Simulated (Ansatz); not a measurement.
# CH₃N (triplet): relaxing a cheap start

Where does this start of CH₃N (triplet) end when it is relaxed?

Program: Ansatz 0.2.0, Gaussian basis. Level of theory: UKS PBE0/def2-TZVP. These are calculated values, not measurements.

## 1. The starting structure

5 atoms, charge 0, spin multiplicity 3.

Atoms are counted from 1 here; the program's logs count them from 0.

Bond lengths: N1–C2 1.350 Å, C2–H3 1.105 Å, C2–H4 1.105 Å, C2–H5 1.105 Å. Angles: N1–C2–H3 111.3°, N1–C2–H4 111.3°, N1–C2–H5 111.3°, H3–C2–H4 107.6°, H3–C2–H5 107.6°, H4–C2–H5 107.6°.

The start was built by rule and, where that kept it together, relaxed with GFN2-xTB. Sticks and bond lists go by distance. 

## 2. Relaxation

in.yaml

```yaml
crystal:
  periodic: [false, false, false]
  atoms:
    - {symbol: N, position_ang: [-0.740542, 0.006977, 0.006950]}
    - {symbol: C, position_ang: [0.609126, -0.005739, -0.005716]}
    - {symbol: H, position_ang: [1.001166, -1.038686, -0.004396]}
    - {symbol: H, position_ang: [1.024044, 0.509387, 0.879250]}
    - {symbol: H, position_ang: [1.007234, 0.500729, -0.903312]}
basis:
  gaussian: {orbitals: def2-TZVP}
magnetization: {spin_polarized: true, initial_magnetization: 2}
hamiltonian: {xc: pbe0}
relax: {f_tol: 0.004, max_steps: 80}
```

Started as:

```bash
ansatz run in.yaml --threads 1 --pin off --events-out ev --progress --plain --max-ram 1740MiB
```

Before running it: what results should come out? Wanted: energy gained; shift from the start; total energy; dipole moment; ⟨S²⟩.

**Answer**, as computed:

| quantity | value |
| --- | --- |
| steps | 6 |
| energy gained | 0.048 eV |
| shift from the start (rms) | 0.019 Å |
| total energy | -2570.7068 eV |
| dipole moment | 2.19 D |
| ⟨S²⟩ | 2.009 |

**Reading.** The bonds of the start are those of the end. N1–C2 went from 1.350 to 1.403 Å. No vibrations were run, so this is a stationary point, not a proven minimum, and this spin need not be the ground state's.
